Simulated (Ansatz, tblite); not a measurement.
# The cluster Ca2Si2+: one state, many levels

How do method and basis change the picture of the cluster Ca2Si2+ (doublet)?

The runs use Ansatz 0.2.0, Gaussian basis; as each input shows.

Levels to be run: GFN1-xTB, GFN2-xTB, PBE-D4/def2-TZVP, r2SCAN-D4/def2-TZVP, B97M-V/def2-TZVP, BLYP-D4/def2-TZVP, r2SCANh-D4/def2-TZVP, r2SCAN0-D4/def2-TZVP, B2PLYP/def2-TZVP, PBE-D4/def2-SVP, PBE0-D4/def2-SVP, HF/6-31G, B3LYP-D4/6-31G, CCSD(T)/def2-TZVPP, MP2/def2-TZVP, RPA/def2-TZVP.

## 1. The geometry

The geometry is that of the doublet, from an earlier relaxation (r2SCAN-D4/def2-TZVP). At that level it is the lowest of the isomers that a small search found.

4 atoms, charge 1, spin multiplicity 2.

Bond lengths: Ca1–Si3 2.741 Å, Ca1–Si4 2.741 Å, Ca2–Si3 2.741 Å, Ca2–Si4 2.741 Å, Si3–Si4 2.235 Å. Angles: Si3–Ca1–Si4 48.1°, Si3–Ca2–Si4 48.1°, Ca1–Si3–Ca2 131.9°, Ca1–Si3–Si4 65.9°, Ca2–Si3–Si4 65.9°, Ca1–Si4–Ca2 131.9°, Ca1–Si4–Si3 65.9°, Ca2–Si4–Si3 65.9°.

The ion is computed in the gas phase, without counter-ions or solvent.

PBE0-D4/def2-TZVP was run before; its log isn't repeated, and its numbers join the tables.

## 2. GFN1-xTB

Tight binding, by tblite at 300 K electronic temperature and without a spin-polarisation term:

```python
tblite.interface.Calculator('GFN1-xTB', numbers, positions, charge=1, uhf=1).singlepoint()
```

Energy -120.2654 eV; 0.004 s.

## 3. GFN2-xTB

Tight binding, by tblite at 300 K electronic temperature and without a spin-polarisation term:

```python
tblite.interface.Calculator('GFN2-xTB', numbers, positions, charge=1, uhf=1).singlepoint()
```

Energy -106.7688 eV; 0.011 s.

## 4. PBE-D4/def2-TZVP

start.molden holds the orbitals of an earlier run on this state, given as this run's starting guess.

The input, in.yaml:

```yaml
crystal:
  periodic: [false, false, false]
  atoms:
    - {symbol: Ca, position_ang: [1.413498, 2.064664, -0.055962]}
    - {symbol: Ca, position_ang: [-1.413053, -2.064230, 0.078718]}
    - {symbol: Si, position_ang: [0.921899, -0.631821, -0.021656]}
    - {symbol: Si, position_ang: [-0.922344, 0.631376, -0.001100]}
basis:
  gaussian: {orbitals: def2-TZVP, initial_orbitals: start.molden}
total_charge: 1
magnetization: {spin_polarized: true, initial_magnetization: 1}
hamiltonian: {xc: pbe, dispersion: d4}
scf: {omitted_lower_state_checks: [starts]}
output: {orbitals: {seedname: orbitals}}
```

On the command line:

```bash
> ansatz run in.yaml --threads 4 --pin off --events-out ev --progress --plain --max-ram 3916MiB
```

Further steps of the session: r2SCAN-D4/def2-TZVP; B97M-V/def2-TZVP; BLYP-D4/def2-TZVP; r2SCANh-D4/def2-TZVP; r2SCAN0-D4/def2-TZVP; B2PLYP/def2-TZVP; PBE-D4/def2-SVP; PBE0-D4/def2-SVP; HF/6-31G; B3LYP-D4/6-31G; CCSD(T)/def2-TZVPP; MP2/def2-TZVP; RPA/def2-TZVP.

Q: Predict the results of all the runs planned. Wanted: gap in def2-TZVP, named functionals, smallest and largest; correlation energy, CCSD(T)/def2-TZVPP; correlation energy, MP2/def2-TZVP; ⟨S²⟩ in def2-TZVP, named functionals, smallest and largest; PBE0 total energy, smallest basis above largest.

The runs gave:

| quantity | value |
| --- | --- |
| gap in def2-TZVP, named functionals, smallest and largest | 0.59 eV (BLYP-D4), 2.52 eV (r2SCAN0-D4) |
| correlation energy, CCSD(T)/def2-TZVPP | -18.72 eV |
| correlation energy, MP2/def2-TZVP | -16.58 eV |
| ⟨S²⟩ in def2-TZVP, named functionals, smallest and largest | 0.754, 0.772 |
| PBE0 total energy, smallest basis above largest | 10.04 eV (def2-SVP, def2-TZVP) |

In words: Over the named functionals in def2-TZVP the gap runs from 0.59 eV (BLYP-D4) to 2.52 eV (r2SCAN0-D4); exact exchange widens it. Over the named functionals in def2-TZVP spin contamination reaches 0.02 (r2SCAN0-D4), which is small.
